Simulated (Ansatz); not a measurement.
A nudged elastic band was laid between two geometries of C2H5F2NS (11 atoms, charge 0, multiplicity 1).

Theory: Ansatz 0.2.0, RKS PBE-D4/def2-SVP.

```json
{"movable images": "7", "climbing image": "yes", "spring": "5.0 eV/Å²", "optimiser": "quadratic models (default)", "start path": "through a guess of the saddle point", "force threshold": "0.03 eV/Å", "iteration limit": "60", "end points": "relaxed"}
```

First end point:

```xyz
11
Properties=species:S:1:pos:R:3
N -1.530 -0.654 0.092
C -0.119 -0.535 0.104
F 0.318 -0.841 1.373
F 0.508 -1.458 -0.724
C 0.337 0.877 -0.272
S 2.142 1.129 -0.228
H -1.905 -0.454 -0.841
H -1.802 -1.610 0.354
H -0.186 1.596 0.388
H 0.031 1.088 -1.316
H 2.272 0.806 1.090
```

Last end point:

```xyz
11
Properties=species:S:1:pos:R:3
N -1.468 -0.763 -0.260
C -0.091 -0.572 -0.011
F 0.247 -0.788 1.337
F 0.605 -1.519 -0.703
C 0.367 0.837 -0.388
S 2.142 1.156 -0.121
H -2.039 -0.094 0.265
H -1.748 -1.717 0.002
H -0.253 1.576 0.161
H 0.185 0.982 -1.470
H 2.118 0.846 1.206
```

Question: Which bonds break or form, and what moves?

Answer: No bond is made or broken. The height of N1 over the plane of its neighbours goes from 0.37 to -0.36 Å.

Question: What energy profile does the band end with?

Answer: The forces met the threshold. The highest image is number 5 of 0 to 8, 0.121 eV above the first end and 0.133 eV above the last; the last end lies 0.012 eV below the first. A vibrational analysis at the climbing image gives one clearly imaginary mode, 500i cm⁻¹: a first-order saddle point.

```json
{"image": "0", "path coordinate (Å)": "0.00", "energy (eV)": "0.000", "height of N1 over the plane of its neighbours (Å)": "0.37"}
{"image": "1", "path coordinate (Å)": "0.19", "energy (eV)": "0.003", "height of N1 over the plane of its neighbours (Å)": "0.37"}
{"image": "2", "path coordinate (Å)": "0.39", "energy (eV)": "0.014", "height of N1 over the plane of its neighbours (Å)": "0.36"}
{"image": "3", "path coordinate (Å)": "0.58", "energy (eV)": "0.035", "height of N1 over the plane of its neighbours (Å)": "0.32"}
{"image": "4", "path coordinate (Å)": "0.78", "energy (eV)": "0.083", "height of N1 over the plane of its neighbours (Å)": "0.20"}
{"image": "5", "path coordinate (Å)": "0.97", "energy (eV)": "0.121", "height of N1 over the plane of its neighbours (Å)": "0.02"}
{"image": "6", "path coordinate (Å)": "1.25", "energy (eV)": "0.050", "height of N1 over the plane of its neighbours (Å)": "-0.23"}
{"image": "7", "path coordinate (Å)": "1.52", "energy (eV)": "-0.004", "height of N1 over the plane of its neighbours (Å)": "-0.35"}
{"image": "8", "path coordinate (Å)": "1.80", "energy (eV)": "-0.012", "height of N1 over the plane of its neighbours (Å)": "-0.36"}
```

Question: What is the geometry of the highest image?

Answer: 
```xyz
11
Properties=species:S:1:pos:R:3
N -1.444 -0.777 -0.032
C -0.074 -0.585 0.074
F 0.373 -0.810 1.383
F 0.624 -1.523 -0.662
C 0.337 0.832 -0.340
S 2.120 1.172 -0.180
H -2.061 -0.029 -0.330
H -1.831 -1.703 0.133
H -0.257 1.561 0.249
H 0.097 0.973 -1.412
H 2.181 0.832 1.137
```

Question: What are the harmonic wavenumbers there?

Answer: 500i, 91, 189, 201, 244, 344, 350, 519, 540, 588, 707, 785, 826, 920, 936, 1034, 1182, 1203, 1263, 1335, 1383, 1533, 2618, 3000, 3074, 3554, 3690 cm⁻¹.

The band took 11 iterations and of the order of 6 core-minutes.

Time of the run: 3 min on 2 threads of Arm Neoverse V2, on a shared host, peak memory 0.15 GiB.
